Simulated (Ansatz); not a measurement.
The input, for Ansatz 0.2.0:

```yaml
crystal:
  periodic: [false, false, false]
  atoms:
    - {symbol: O, position_ang: [0.000000, 0.000000, 0.000000]}
    - {symbol: C, position_ang: [0.000000, 0.000000, 1.195530]}
basis:
  gaussian: {orbitals: 6-31G}
magnetization: {spin_polarized: false, initial_magnetization: 2}
hamiltonian: {xc: hf, pseudopotentials: {relativity: none}}
output: {orbitals: {seedname: orbitals}}
```

```sh
$ ansatz run in.yaml --threads 1 --pin off --events-out ev --progress --plain --max-ram 2393MiB
```

The program prints:

```
203 factors; integrals over basis functions are off by at most 2.0e-4 eV
mean field evaluation 1: about -3058.7902 eV, gradient 2.3e1 eV
mean field evaluation 2: about -3058.8012 eV, gradient 2.3e1 eV
mean field evaluation 4: about -3060.6015 eV, gradient 5.1e0 eV
mean field evaluation 8: about -3060.8345 eV, gradient 3.6e-1 eV
mean field evaluation 16: about -3059.8434 eV, gradient 1.9e0 eV
mean field evaluation 32: about -3060.7173 eV, gradient 3.4e0 eV
mean field -3060.83716266 eV, -112.4836910179 hartree, gradient 5.4e-5 eV, S^2 2.000000; 1 other end points of the search recorded, 0 dependent functions left out
reference -3060.83716266 eV, -112.4836910179 hartree; 8, 6 occupied and 10, 12 virtual orbitals, 203 factors
Total energy: -3060.83716266 eV, -112.4836910179 hartree
```

Ran on 1 thread of Arm Neoverse V1, shared host: 0.12 s wall, 0.06 GiB peak host memory.
